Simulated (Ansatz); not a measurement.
Born–Oppenheimer molecular dynamics of BFHO (4 atoms, charge 0, multiplicity 2). It starts from a relaxed structure.

Method: UKS LDA/6-31G* (Ansatz 0.2.0).

```
ensemble                      : NVE (velocity Verlet)
time step                     : 1 fs
steps asked                   : 100
starting velocities drawn for : 700 K
seed                          : 816936
```

First frame:

```xyz
4
Properties=species:S:1:pos:R:3
O 1.203 0.286 -0.379
B -0.022 0.039 -0.053
F -1.210 0.493 -0.389
H 0.085 -0.878 0.801
```

Task: How far do the bonds stretch over the last three quarters of this one trajectory? (Pairs bonded in most of those frames.)

Result: 
```csv
bond,mean (Å),spread (Å),shortest,longest
O1–B2,1.291,0.016,1.27,1.32
B2–F3,1.317,0.015,1.30,1.35
B2–H4,1.276,0.069,1.17,1.39
```

Mean temperature of the second half: 333 K. The conserved energy stayed within 1 meV per atom of its start (net change -0.006 meV per atom), so the integration is sound. The temperature averaged 0.48 of the 700 K drawn at the start: a run that starts near a minimum puts about half its kinetic energy into the potential. A run of 0.1 ps of so small a system gives no equilibrium averages.

Run time: 57 s on 1 thread of Intel(R) Xeon(R) Platinum 8488C (Sapphire Rapids), with other jobs on the host, peak memory 0.11 GiB.
